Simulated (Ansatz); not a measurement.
A made-up structure of CH$_{4}$Si$_{2}$, singlet:

```xyz
7
angstrom
C -0.0441 0.4260 -0.5798
Si 0.0426 1.3535 1.0625
Si 1.0314 -1.1068 -0.8180
H -1.0378 -0.0480 -0.4724
H 0.0095 1.1026 -1.4330
H -0.3978 0.1549 1.9040
H 0.4430 2.6610 1.4454
```

It is relaxed with PBE-D4/def2-SVP and then PBE0-D4/def2-TZVP (Ansatz 0.2.0). Atoms count as bonded within 1.22 times the sum of their covalent radii (H–H: 0.88 Å). The end point is not checked to be a true minimum.

Question: Does its bonding change? (A judgement: the text doesn't fix the answer.)

Answer: Computed: Yes. Formed: Si2–Si3; broken: none.

Where it ends: The first stage lowers the energy by 2.21 eV in 10 steps. It ends as CH₄Si₂ ([CH2]1[Si][SiH2]1):
```xyz
7
angstrom
C -0.2418 0.5054 -0.6957
Si 0.2409 0.8763 1.0656
Si 1.3517 -0.5352 -0.4215
H -1.0891 -0.1916 -0.7393
H -0.3185 1.2147 -1.5174
H -0.7296 0.4595 2.1053
H 0.8332 2.2142 1.3116
```

Labels in which every atom is bracketed show which atoms are joined, not bond orders.

For scale, one of the runs: PBE0-D4/def2-TZVP relaxation, 129 basis functions, launched by `ansatz run in.yaml --threads 2 --pin off --events-out ev --progress --plain --max-ram 4352MiB`. The run took about 26 s on 2 CPU threads of an Arm Neoverse V2 (shared host).
